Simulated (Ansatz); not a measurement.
One change: `C=C=S` becomes `FC=C=S`.

Ansatz, PBE0-D4/def2-TZVP geometries, multiplicity 1. 

```tsv
property	`C=C=S`
size of the dipole moment (ωB97M-V/def2-TZVPP) / D	1.03
zero-point energy (PBE0-D4/def2-TZVP) / kJ/mol	77.5
HOMO–LUMO gap (ωB97M-V/def2-TZVPP) / eV	8.70
ideal-gas entropy at 298 K and 1 bar (rigid rotor, harmonic PBE0-D4/def2-TZVP) / J/(mol·K)	253
HOMO–LUMO gap (PBE/def2-TZVPP) / eV	2.46
HOMO energy (PBE/def2-TZVPP) / eV	-5.55
```

What does the change do to each property? (An estimate is asked.)

Computed: 
| property | `FC=C=S` | shift |
| --- | --- | --- |
| size of the dipole moment (ωB97M-V/def2-TZVPP) / D | 1.19 | 0.16 |
| zero-point energy (PBE0-D4/def2-TZVP) / kJ/mol | 61.6 | -15.9 |
| HOMO–LUMO gap (ωB97M-V/def2-TZVPP) / eV | 7.87 | -0.83 |
| ideal-gas entropy at 298 K and 1 bar (rigid rotor, harmonic PBE0-D4/def2-TZVP) / J/(mol·K) | 283 | 30 |
| HOMO–LUMO gap (PBE/def2-TZVPP) / eV | 1.51 | -0.95 |
| HOMO energy (PBE/def2-TZVPP) / eV | -5.42 | 0.13 |

With PBE0 the HOMO rises by 0.05 eV and the LUMO falls by 0.84 eV, so the gap narrows by about 0.89 eV. PBE moves the HOMO by 0.13 eV and ωB97M-V by 0.03 eV. Dipoles are sizes alone; their direction can turn.
